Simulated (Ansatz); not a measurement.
Ansatz (an electronic-structure program) input (HF/6-31G*):

Ansatz 0.2 input:
```yaml
crystal:
  periodic: [false, false, false]
  atoms:
    - {symbol: C, position_ang: [-0.11042187, 0.00012760, 0.67310389]}
    - {symbol: C, position_ang: [-0.01029486, 1.24082219, -0.21336811]}
    - {symbol: C, position_ang: [-0.01087915, -1.24088157, -0.21299350]}
    - {symbol: H, position_ang: [0.79557208, 0.00001061, 1.31115201]}
    - {symbol: H, position_ang: [0.03795624, 2.16070289, 0.38063200]}
    - {symbol: H, position_ang: [0.03693884, -2.16060552, 0.38128430]}
    - {symbol: H, position_ang: [0.85391681, 1.29872859, -0.91918489]}
    - {symbol: H, position_ang: [-0.89373874, 1.35124537, -0.85797618]}
    - {symbol: H, position_ang: [-0.89437498, -1.35108334, -0.85756827]}
    - {symbol: H, position_ang: [0.85330510, -1.29940797, -0.91879271]}
basis:
  gaussian:
    orbitals: 6-31G*
hamiltonian:
  xc: {name: HF}
total_charge: -1
phonons: {temperatures: {t_min: 298.15, t_max: 298.15, t_step: 100}}
```

Question: Which harmonic wavenumbers does it give?

Answer: 293, 299, 378, 831, 914, 965, 1051, 1118, 1205, 1279, 1466, 1518, 1540, 1612, 1625, 1651, 1654, 2818, 2839, 2930, 3053, 3066, 3101, 3109 cm⁻¹ (unscaled; negative means imaginary).
